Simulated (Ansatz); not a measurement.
**CH5FSi: molecular dynamics**

Aim: follow the molecule's vibrations and see whether its bonds hold. The start is relaxed first. Runs: 300 steps of 0.5 fs under a Nosé-Hoover thermostat at 500 K. SMILES of the start: C[SiH2]F.

All numbers below are computed with Ansatz 0.2.0 (RKS PBE0-D4/6-31G*).

## (1) Starting point

Bond lengths: Si1–F2 1.590 Å, Si1–H3 1.460 Å, Si1–C4 1.869 Å, C4–H5 1.110 Å, C4–H6 1.110 Å, C4–H7 1.110 Å, Si1–H8 1.459 Å. Angles: F2–Si1–H3 109.5°, F2–Si1–C4 109.5°, F2–Si1–H8 109.5°, H3–Si1–C4 109.5°, H3–Si1–H8 109.5°, C4–Si1–H8 109.5°, Si1–C4–H5 109.5°, Si1–C4–H6 109.5°, Si1–C4–H7 109.5°, H5–C4–H6 109.4°, H5–C4–H7 109.4°, H6–C4–H7 109.4°.

As a file:

```xyz
8

Si    0.0000    0.0000    0.0000
F     0.0000    0.0000    1.5900
H     1.3768    0.0000   -0.4862
C    -0.8808    1.5259   -0.6227
H    -1.9334    1.2723   -0.8671
H    -0.8624    2.3106    0.1622
H    -0.3704    1.9025   -1.5336
H    -0.6877   -1.1914   -0.4862
```

## (2) Preparing the start

input.yaml

```yaml
crystal:
  periodic: [false, false, false]
  atoms:
    - { symbol: Si, position_ang: [0.0, 0.0, 0.0] }
    - { symbol: F, position_ang: [0.0, 0.0, 1.59] }
    - { symbol: H, position_ang: [1.3768, 0.0, -0.4862] }
    - { symbol: C, position_ang: [-0.8808, 1.5259, -0.6227] }
    - { symbol: H, position_ang: [-1.9334, 1.2723, -0.8671] }
    - { symbol: H, position_ang: [-0.8624, 2.3106, 0.1622] }
    - { symbol: H, position_ang: [-0.3704, 1.9025, -1.5336] }
    - { symbol: H, position_ang: [-0.6877, -1.1914, -0.4862] }
basis:
  gaussian: { orbitals: "6-31G*" }
hamiltonian:
  xc: pbe0
  dispersion: d4
relax:
  f_tol: 0.02
  max_steps: 40
```

Run with:

```
> ansatz run input.yaml --threads 1 --pin off --max-ram 2048MiB --backend cpu --events-out ev --progress --plain --runs-dir out
```

Standard output, shortened:

```text
Warning: RAYON_NUM_THREADS=1 ignored (pool sized by the plan → 1); use --threads N
[...]
Functional definition: PBE0
[...]
646 factors; integrals over basis functions are off by at most 5.9e-4 eV
[...]
mean field -11706.73697246 eV, -430.2146486267 hartree, gradient 1.8e-5 eV, S^2 0.000000; 0 other end points of the search recorded, 0 dependent functions left out
[...]
reference -11706.73699396 eV, -430.2146494169 hartree; 17, 17 occupied and 42, 42 virtual orbitals, 646 factors
relax step   1: F+E_penalty+E_count = -11706.82792563 eV  Δ(F+E_penalty+E_count) = +0.000e0 eV  max|allowed force component| = 9.014e-1 eV/Å  Δτ_max = 0.0000 Å  (23 SCF iters, accepted)
[...]
relax step   7: F+E_penalty+E_count = -11706.92301351 eV  Δ(F+E_penalty+E_count) = -1.827e-3 eV  max|allowed force component| = 3.977e-2 eV/Å  Δτ_max = 0.0404 Å  (23 SCF iters, accepted)
[...]
relax step   8: F+E_penalty+E_count = -11706.92334374 eV  Δ(F+E_penalty+E_count) = -3.302e-4 eV  max|allowed force component| = 1.031e-2 eV/Å  Δτ_max = 0.0171 Å  (24 SCF iters, accepted)
646 factors; integrals over basis functions are off by at most 6.5e-4 eV
[...]
mean field -11706.83256027 eV, -430.2181614138 hartree, gradient 4.7e-5 eV, S^2 0.000000; 1 other end points of the search recorded, 0 dependent functions left out
[...]
reference -11706.83258188 eV, -430.2181622081 hartree; 17, 17 occupied and 42, 42 virtual orbitals, 646 factors
Total energy: -11706.92336536 eV, -430.2214984392 hartree
Atom 0 at     0.003547     0.006707    -0.008107 Å, force    -0.008693     0.010314     0.006413 eV/Å
Atom 1 at    -0.254073    -0.180876     1.574900 Å, force     0.001635    -0.002656    -0.004594 eV/Å
Atom 2 at     1.472033     0.128838    -0.224932 Å, force     0.002755     0.000116    -0.000452 eV/Å
Atom 3 at    -0.882773     1.529588    -0.618966 Å, force     0.002712    -0.005463     0.003150 eV/Å
Atom 4 at    -1.965298     1.447035    -0.476172 Å, force     0.000303     0.001716     0.000759 eV/Å
Atom 5 at    -0.538751     2.428253    -0.096282 Å, force     0.000226     0.001303    -0.001749 eV/Å
Atom 6 at    -0.694586     1.671224    -1.689980 Å, force     0.000395    -0.003575    -0.000463 eV/Å
Atom 7 at    -0.497999    -1.210870    -0.704061 Å, force     0.000667    -0.001754    -0.003065 eV/Å
Dipole moment:    -0.044171     0.175504    -0.308283 e Å
```

Run time: 14 s. Hardware: 1 thread of Arm Neoverse V2, shared host; peak memory 0.13 GiB.

Step by step:

```
step  energy from step 1 (eV)  largest force component (eV/Å)
   1                   0.0000                          0.9013
   2                  -0.0541                          0.5066
   3                  -0.0660                          0.1304
   4                  -0.0853                          0.1596
  5x                  -0.0491                          0.9050
   6                  -0.0933                          0.1365
   7                  -0.0951                          0.0398
   8                  -0.0954                          0.0103
```

Step 1 is the start. 1 step was tried and not accepted (marked x).

After: Bond lengths: Si1–F2 1.615 Å, Si1–H3 1.489 Å, Si1–C4 1.865 Å, C4–H5 1.095 Å, C4–H6 1.095 Å, C4–H7 1.097 Å, Si1–H8 1.489 Å. Angles: F2–Si1–H3 108.0°, F2–Si1–C4 109.9°, F2–Si1–H8 108.0°, H3–Si1–C4 110.7°, H3–Si1–H8 109.3°, C4–Si1–H8 110.8°, Si1–C4–H5 111.4°, Si1–C4–H6 111.4°, Si1–C4–H7 110.1°, H5–C4–H6 108.1°, H5–C4–H7 107.9°, H6–C4–H7 107.8°.

## (3) Dynamics

300 steps of 0.5 fs under a Nosé-Hoover thermostat at 500 K, from the relaxed start.

input.yaml

```yaml
crystal:
  periodic: [false, false, false]
  atoms:
    - { symbol: Si, position_ang: [0.003547, 0.006707, -0.008107] }
    - { symbol: F, position_ang: [-0.254073, -0.180876, 1.5749] }
    - { symbol: H, position_ang: [1.472033, 0.128838, -0.224932] }
    - { symbol: C, position_ang: [-0.882773, 1.529588, -0.618966] }
    - { symbol: H, position_ang: [-1.965298, 1.447035, -0.476172] }
    - { symbol: H, position_ang: [-0.538751, 2.428253, -0.096282] }
    - { symbol: H, position_ang: [-0.694586, 1.671224, -1.68998] }
    - { symbol: H, position_ang: [-0.497999, -1.21087, -0.704061] }
basis:
  gaussian: { orbitals: "6-31G*" }
hamiltonian:
  xc: pbe0
  dispersion: d4
md:
  timestep: 0.5
  n_steps: 300
  ensemble: nvt_nose_hoover
  temperature: 500.0
  initial_velocities: maxwell_boltzmann
  seed: 175894
```

Run with:

```
> ansatz run input.yaml --threads 1 --pin off --max-ram 2048MiB --backend cpu --events-out ev --progress --plain --runs-dir out
```

Standard output, shortened:

```text
Warning: RAYON_NUM_THREADS=1 ignored (pool sized by the plan → 1); use --threads N
[...]
[... 1 set-up line as earlier in the session ...]
[...]
643 factors; integrals over basis functions are off by at most 6.5e-4 eV
[...]
mean field -11706.83254530 eV, -430.2181608635 hartree, gradient 1.9e-5 eV, S^2 0.000000; 0 other end points of the search recorded, 0 dependent functions left out
[...]
reference -11706.83256666 eV, -430.2181616488 hartree; 17, 17 occupied and 42, 42 virtual orbitals, 643 factors
md step     0: t =     0.00 fs  T =   500.0 K  F+E_penalty+E_count = -11706.92332877 eV  E_kin = 0.387780 eV  conserved = -11706.53554877 eV  (23 SCF iters)
[...]
md step    18: t =     9.00 fs  T =   139.0 K  F+E_penalty+E_count = -11706.63796607 eV  E_kin = 0.107786 eV  conserved = -11706.53074128 eV  (21 SCF iters, 3 dispersion substeps)
[...]
md step    36: t =    18.00 fs  T =   228.5 K  F+E_penalty+E_count = -11706.70629071 eV  E_kin = 0.177182 eV  conserved = -11706.53221508 eV  (24 SCF iters, 3 dispersion substeps)
[...]
md step    54: t =    27.00 fs  T =   333.9 K  F+E_penalty+E_count = -11706.78622873 eV  E_kin = 0.258945 eV  conserved = -11706.53406740 eV  (24 SCF iters, 3 dispersion substeps)
[...]
md step    70: t =    35.00 fs  T =   119.0 K  F+E_penalty+E_count = -11706.61161030 eV  E_kin = 0.092303 eV  conserved = -11706.53046299 eV  (22 SCF iters, 3 dispersion substeps)
md step    71: t =    35.50 fs  T =   163.3 K  F+E_penalty+E_count = -11706.64656321 eV  E_kin = 0.126654 eV  conserved = -11706.53126364 eV  (22 SCF iters, 3 dispersion substeps)
```

## (4) The output, continued: dynamics from the start

Output, continued, shortened:

```text
md step    72: t =    36.00 fs  T =   228.0 K  F+E_penalty+E_count = -11706.69732241 eV  E_kin = 0.176804 eV  conserved = -11706.53215531 eV  (24 SCF iters, 3 dispersion substeps)
[...]
md step    94: t =    47.00 fs  T =   261.7 K  F+E_penalty+E_count = -11706.71486783 eV  E_kin = 0.202976 eV  conserved = -11706.53256306 eV  (24 SCF iters, 3 dispersion substeps)
[...]
md step   116: t =    58.00 fs  T =   337.1 K  F+E_penalty+E_count = -11706.76157483 eV  E_kin = 0.261449 eV  conserved = -11706.53319587 eV  (24 SCF iters, 3 dispersion substeps)
[...]
md step   138: t =    69.00 fs  T =   399.2 K  F+E_penalty+E_count = -11706.79301929 eV  E_kin = 0.309596 eV  conserved = -11706.53346807 eV  (23 SCF iters, 3 dispersion substeps)
[...]
md step   160: t =    80.00 fs  T =   427.5 K  F+E_penalty+E_count = -11706.79491274 eV  E_kin = 0.331528 eV  conserved = -11706.53353472 eV  (24 SCF iters, 3 dispersion substeps)
md step   161: t =    80.50 fs  T =   417.6 K  F+E_penalty+E_count = -11706.78584610 eV  E_kin = 0.323889 eV  conserved = -11706.53347723 eV  (23 SCF iters, 3 dispersion substeps)
md step   162: t =    81.00 fs  T =   373.8 K  F+E_penalty+E_count = -11706.75021866 eV  E_kin = 0.289868 eV  conserved = -11706.53315610 eV  (24 SCF iters, 3 dispersion substeps)
```

## (5) More of the same log: dynamics from the start

The log, continued, shortened:

```text
md step   163: t =    81.50 fs  T =   304.1 K  F+E_penalty+E_count = -11706.69433155 eV  E_kin = 0.235875 eV  conserved = -11706.53236731 eV  (23 SCF iters, 3 dispersion substeps)
[...]
md step   181: t =    90.50 fs  T =   418.0 K  F+E_penalty+E_count = -11706.76538379 eV  E_kin = 0.324195 eV  conserved = -11706.53329743 eV  (24 SCF iters, 3 dispersion substeps)
[...]
md step   199: t =    99.50 fs  T =   242.3 K  F+E_penalty+E_count = -11706.60769430 eV  E_kin = 0.187884 eV  conserved = -11706.53069921 eV  (24 SCF iters, 3 dispersion substeps)
[...]
md step   217: t =   108.50 fs  T =   197.0 K  F+E_penalty+E_count = -11706.54887207 eV  E_kin = 0.152792 eV  conserved = -11706.52918687 eV  (23 SCF iters, 3 dispersion substeps)
[...]
Total energy: -11706.80258267 eV, -430.2170597575 hartree
Atom 0 at    -0.019762     0.020218     0.000148 Å, force     0.118804    -0.698652    -0.122509 eV/Å
Atom 1 at    -0.217602    -0.201885     1.596201 Å, force    -0.032911     0.149887    -0.342721 eV/Å
Atom 2 at     1.450651     0.149381    -0.265729 Å, force    -0.158133    -0.117478     0.079775 eV/Å
Atom 3 at    -0.876362     1.534784    -0.649055 Å, force    -1.453756    -1.456749    -1.446854 eV/Å
Atom 4 at    -1.986818     1.312240    -0.778352 Å, force     1.260363     0.456533     0.184562 eV/Å
Atom 5 at    -0.746584     2.400383    -0.069135 Å, force     0.095972     1.324341     1.110293 eV/Å
Atom 6 at    -0.468051     1.778478    -1.648957 Å, force    -0.156928    -0.240862     0.215646 eV/Å
Atom 7 at    -0.588141    -1.218384    -0.702192 Å, force     0.326588     0.582981     0.321807 eV/Å
Dipole moment:    -0.055104     0.205122    -0.308666 e Å
```

Wall time 7.1 min (1 thread of Arm Neoverse V2, shared host); peak memory 0.11 GiB.

## (6) What the atoms did

The trajectory, every 16 steps (energies from step 0):

```
time (fs)  T (K)  potential energy change (meV/atom)  conserved energy change (meV/atom)
      0.0    500                                 0.0                                0.00
      8.0     86                                40.9                                0.74
     16.0    392                                11.0                                0.20
     24.0    106                                39.6                                0.67
     32.0    389                                11.9                                0.02
     40.0    104                                41.0                                0.72
     48.0    347                                17.8                                0.27
     56.0    117                                41.8                                0.72
     64.0    458                                 9.3                                0.04
     72.0    145                                42.1                                0.78
     80.0    427                                16.1                                0.25
     88.0    159                                44.8                                0.79
     96.0    490                                13.9                                0.06
    104.0    137                                51.3                                0.87
    112.0    509                                17.0                                0.24
    120.0    134                                56.5                                1.01
    128.0    620                                11.0                                0.09
    136.0    154                                59.7                                1.05
    144.0    593                                18.3                                0.19
    150.0    645                                15.1                                0.26
```

time (fs), T (K) and a bar:
```
      0.0        500 ######################
      6.5        329 ############
     13.0        128 #
     19.5        161 ##
     26.0        260 ########
     32.5        364 ##############
     39.0        247 #######
     45.5        118 
     52.0        246 #######
     58.5        382 ###############
     65.0        364 ##############
     71.5        183 ####
     78.5        268 #########
     85.0        478 #####################
     91.5        361 ##############
     98.0        199 #####
    104.5        147 ##
    111.0        443 ###################
    117.5        554 #########################
    124.0        333 ############
    130.5        211 #####
    137.0        274 #########
    143.5        559 #########################
    150.0        645 ##############################
```

Maxima of the velocity power spectrum (cm⁻¹, relative height; resolution about 440 cm⁻¹): 3110 (100).

## (7) Snapshots as a file

Positions (Å) and forces (eV/Å):

```xyz
8
time_fs=19.0 T=121 dE=0.3034
Si   -0.005    0.035    0.003    0.021   -0.662    0.239
F    -0.241   -0.229    1.592    0.018    0.196   -0.432
H     1.472    0.176   -0.207   -0.198   -0.040   -0.023
C    -0.890    1.531   -0.643    4.743    1.301   -2.287
H    -1.878    1.541   -0.490   -4.224   -0.033    0.712
H    -0.467    2.535   -0.341   -0.324   -1.079    0.041
H    -0.724    1.524   -1.788   -0.283   -0.158    1.507
H    -0.536   -1.195   -0.723    0.248    0.474    0.245
8
time_fs=37.5 T=375 dE=0.1117
Si   -0.011    0.042    0.023    0.474   -0.136   -0.789
F    -0.235   -0.250    1.590   -0.228    0.287    0.083
H     1.458    0.185   -0.192   -0.004    0.013    0.071
C    -0.879    1.542   -0.695   -0.665    0.841    0.367
H    -1.956    1.550   -0.342    1.023    0.146   -0.544
H    -0.398    2.503   -0.374   -0.429   -0.714   -0.060
H    -0.856    1.565   -1.816   -0.077   -0.341    0.827
H    -0.469   -1.159   -0.723   -0.093   -0.096    0.046
8
time_fs=56.0 T=117 dE=0.3340
Si    0.008    0.027   -0.002   -0.362    0.615    1.254
F    -0.257   -0.224    1.586    0.109    0.102   -0.385
H     1.467    0.216   -0.177    0.154   -0.037   -0.135
C    -0.887    1.548   -0.643   -2.813   -1.366    2.328
H    -2.046    1.621   -0.354    2.646   -0.177   -0.581
H    -0.379    2.440   -0.410    0.539    1.361    0.471
H    -0.816    1.384   -1.665   -0.136   -0.013   -2.527
H    -0.470   -1.169   -0.681   -0.137   -0.485   -0.425
8
time_fs=75.0 T=460 dE=0.0934
Si    0.015    0.014    0.000    0.344   -0.439   -1.179
F    -0.275   -0.180    1.560   -0.094   -0.007    0.434
H     1.484    0.133   -0.222    0.038    0.013    0.161
C    -0.871    1.519   -0.625   -1.347   -1.021    0.741
H    -1.895    1.444   -0.199    0.258    0.085   -0.293
H    -0.455    2.389   -0.185    0.588    1.181    0.246
H    -0.983    1.617   -1.697    0.221   -0.007   -0.388
H    -0.436   -1.211   -0.754   -0.009    0.194    0.277
8
time_fs=94.0 T=153 dE=0.3746
Si    0.047   -0.022   -0.035   -0.893    0.124    0.921
F    -0.299   -0.130    1.559    0.329   -0.242   -0.410
H     1.536    0.070   -0.170   -0.234    0.050   -0.163
C    -0.911    1.520   -0.546    4.034    1.229   -2.992
H    -1.900    1.509   -0.330   -3.479   -0.483    0.953
H    -0.516    2.479   -0.087   -0.119   -1.114   -0.573
H    -0.867    1.635   -1.723    0.085   -0.039    2.172
H    -0.490   -1.278   -0.699    0.277    0.475    0.091
8
time_fs=112.5 T=468 dE=0.1705
Si    0.017   -0.011   -0.024    0.792   -0.030   -0.307
F    -0.285   -0.120    1.546    0.039   -0.249    0.441
H     1.477    0.145   -0.272    0.081   -0.076    0.174
C    -0.868    1.482   -0.565   -0.408    2.127   -0.343
H    -1.937    1.330   -0.327    0.181    0.189   -0.213
H    -0.522    2.350    0.110   -0.449   -1.078   -1.105
H    -0.782    1.797   -1.660   -0.008   -0.460    1.454
H    -0.422   -1.226   -0.716   -0.229   -0.423   -0.100
8
time_fs=131.0 T=244 dE=0.3942
Si    0.016   -0.019   -0.018   -0.522    0.928    0.478
F    -0.255   -0.151    1.573    0.029   -0.105   -0.097
H     1.487    0.082   -0.194    0.072    0.072   -0.139
C    -0.904    1.551   -0.610   -3.037   -3.290    2.883
H    -2.078    1.383   -0.588    2.433    0.439   -0.033
H    -0.632    2.356    0.006    0.187    1.335    1.177
H    -0.598    1.771   -1.538    0.960    0.913   -4.031
H    -0.479   -1.239   -0.669   -0.123   -0.292   -0.238
8
time_fs=150.0 T=645 dE=0.1208
Si   -0.020    0.020    0.000    0.119   -0.699   -0.122
F    -0.218   -0.202    1.596   -0.033    0.150   -0.343
H     1.451    0.149   -0.266   -0.158   -0.117    0.080
C    -0.876    1.535   -0.649   -1.454   -1.457   -1.447
H    -1.987    1.312   -0.778    1.260    0.457    0.185
H    -0.747    2.400   -0.069    0.096    1.324    1.110
H    -0.468    1.778   -1.649   -0.157   -0.241    0.216
H    -0.588   -1.218   -0.702    0.327    0.583    0.322
```

## (8) What came out

```
                              quantity                          value
               relaxation of the start        6 moves, 0.095 eV lower
                                length            300 steps of 0.5 fs
      temperature, first and last step                  500 and 645 K
              temperature, second half  mean 347 K, from 120 to 677 K
         potential energy, second half    +33 meV/atom from the start
largest change of the conserved energy                  1.12 meV/atom
                bonds formed or broken                              0
```

In words: Against a set 500 K the second half averages 347 K with a spread of 143 K; 33 meV/atom has gone into potential energy, and a thermostat that acts over some 100 fs has not made it up in 150 fs. The conserved energy strays from its start by at most 1.12 meV/atom, 3.8 % of the mean kinetic energy, fair for a step of 0.5 fs. The bonding pattern survives the run. A run of 150 fs with 8 atoms shows the motion but fixes no equilibrium value. The nuclei move classically, without zero-point motion, which matters most for hydrogen.
